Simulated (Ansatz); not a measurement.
Kohn–Sham single points on H4S2Si, SMILES `[SiH3]SS`.

```yaml
crystal:
  periodic: [false, false, false]
  atoms:
    - {symbol: Si, position_ang: [-0.825430, 0.525771, -0.206038]}
    - {symbol: S, position_ang: [0.421317, -0.079082, 1.429285]}
    - {symbol: S, position_ang: [1.383851, -1.626938, 0.458894]}
    - {symbol: H, position_ang: [-1.677843, -0.604313, -0.646316]}
    - {symbol: H, position_ang: [0.013409, 0.993501, -1.337506]}
    - {symbol: H, position_ang: [-1.662819, 1.641728, 0.307609]}
    - {symbol: H, position_ang: [2.408816, -0.918668, -0.051529]}
basis:
  gaussian: {orbitals: def2-TZVPP}
hamiltonian: {xc: {name: wB97M-V}}
output: {forces: true, orbitals: {seedname: orbitals}}
```

```sh
$ ansatz run in.yaml --threads 2 --pin off --events-out ev --progress --plain --max-ram 4352MiB
```

Output, abridged:

```
Functional definition: wB97M-V
1109 factors; their error is unknown
226 factors; integrals over basis functions are off by at most 1.2e-5 eV
mean field evaluation 1: about -29612.5874 eV, gradient 1.2e1 eV
mean field evaluation 2: about -29612.9898 eV, gradient 5.3e0 eV
mean field evaluation 4: about -29613.0427 eV, gradient 3.7e-1 eV
mean field evaluation 8: about -29613.0575 eV, gradient 1.5e-1 eV
mean field evaluation 16: about -29613.0575 eV, gradient 9.9e-5 eV
mean field -29613.05754941 eV, -1088.2597924894 hartree, gradient 3.4e-5 eV, S^2 0.000000; 0 other end points of the search recorded, 0 dependent functions left out
reference -29613.05759574 eV, -1088.2597941920 hartree; 25, 25 occupied and 157, 157 virtual orbitals, 1109 factors
Total energy: -29613.05759574 eV, -1088.2597941920 hartree
Atom 0 at    -0.825430     0.525771    -0.206038 Å, force    -0.106512     0.055760    -0.129872 eV/Å
Atom 1 at     0.421317    -0.079082     1.429285 Å, force    -0.062909     0.121631     0.082707 eV/Å
Atom 2 at     1.383851    -1.626938     0.458894 Å, force     0.151793    -0.056381    -0.132050 eV/Å
Atom 3 at    -1.677843    -0.604313    -0.646316 Å, force     0.109098     0.134666     0.053674 eV/Å
Atom 4 at     0.013409     0.993501    -1.337506 Å, force    -0.097632    -0.062755     0.136772 eV/Å
Atom 5 at    -1.662819     1.641728     0.307609 Å, force     0.106111    -0.139851    -0.062757 eV/Å
Atom 6 at     2.408816    -0.918668    -0.051529 Å, force    -0.099949    -0.053070     0.051525 eV/Å
Dipole moment:     0.034691     0.119941    -0.206739 e Å
```

Run time 12 s (2 threads of an Arm Neoverse V1 on a shared host); peak host memory 0.52 GiB.

The same input with `hamiltonian: {xc: {name: revPBE}, dispersion: d4}` and no forces (abridged; 1.9 s):

```
Functional definition: revPBE
mean field evaluation 16: about -29609.5273 eV, gradient 3.4e-5 eV
mean field -29609.52733907 eV, -1088.1300596524 hartree, gradient 3.4e-5 eV, S^2 0.000000
Total energy: -29610.01214147 eV, -1088.1478758120 hartree
```

With the line `hamiltonian: {xc: {name: B2PLYP}}` and no forces (abridged; 4.5 s):

```
Functional definition: B2PLYP
mean field evaluation 16: about -29600.3934 eV, gradient 2.5e-5 eV
mean field -29600.39336862 eV, -1087.7943924297 hartree, gradient 8.3e-6 eV, S^2 0.000000
15 core orbitals not correlated: weight in the atoms' cores, before any rotation towards them, 1.000 or more for the frozen orbitals, at most 0.000 for the correlated occupied ones
second order -16.20968250 eV of doubles, -0.00000000 eV of singles
Total energy: -29604.77014033 eV, -1087.9552358232 hartree
```

Changing it to `hamiltonian: {xc: {name: CAM-B3LYP}, dispersion: d4}` and no forces (abridged; 3.1 s):

```
Functional definition: CAM-B3LYP
mean field evaluation 16: about -29615.7166 eV, gradient 6.0e-5 eV
mean field -29615.71664250 eV, -1088.3575123582 hartree, gradient 6.0e-5 eV, S^2 0.000000
Total energy: -29615.87175892 eV, -1088.3632127816 hartree
```

With the line `hamiltonian: {xc: r2scan, dispersion: d4}` (abridged; 5 s):

```
Functional definition: r2SCAN
mean field evaluation 16: about -29612.8427 eV, gradient 7.1e-6 eV
mean field -29612.84265355 eV, -1088.2518952124 hartree, gradient 7.7e-6 eV, S^2 0.000000
Total energy: -29612.88214071 eV, -1088.2533463388 hartree
Atom 0 force    -0.038283     0.024505    -0.031058 eV/Å
Atom 1 force    -0.060643     0.103974     0.104396 eV/Å
Atom 2 force     0.069225    -0.136384    -0.053773 eV/Å
Atom 3 force     0.013410     0.028283    -0.000417 eV/Å
Atom 4 force    -0.023342    -0.009205     0.014459 eV/Å
Atom 5 force     0.009896    -0.017027    -0.015202 eV/Å
Atom 6 force     0.029736     0.005853    -0.018405 eV/Å
Dipole moment:     0.044376     0.118824    -0.208506 e Å
```

Changing it to `hamiltonian: {xc: {name: B97M-V}}` and no forces (abridged; 8.5 s):

```
Functional definition: B97M-V
mean field evaluation 16: about -29607.5423 eV, gradient 1.0e-4 eV
mean field -29607.54232383 eV, -1088.0571116876 hartree, gradient 5.7e-5 eV, S^2 0.000000
Total energy: -29607.54238113 eV, -1088.0571137935 hartree
```
